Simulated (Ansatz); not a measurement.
Solid bromine was calculated with PBE-D3(BJ) (PAW; Ansatz, a first-principles code).

Run with plane-wave cutoff 500 eV, 6×6×4 k mesh (along the axes of the cell as run), gaussian smearing 0.02 eV, scalar-relativistic PAW data made under PBE.

Computed at the level's own relaxed cell.

Q: Predict the equilibrium volume per atom, lattice parameter a, lattice parameter b and lattice parameter c.

A: 
- equilibrium volume per atom = 31.08 Å³/atom
- lattice parameter a = 6.984 Å
- lattice parameter b = 4.148 Å
- lattice parameter c = 8.582 Å

Static lattice: no zero-point or thermal effects.
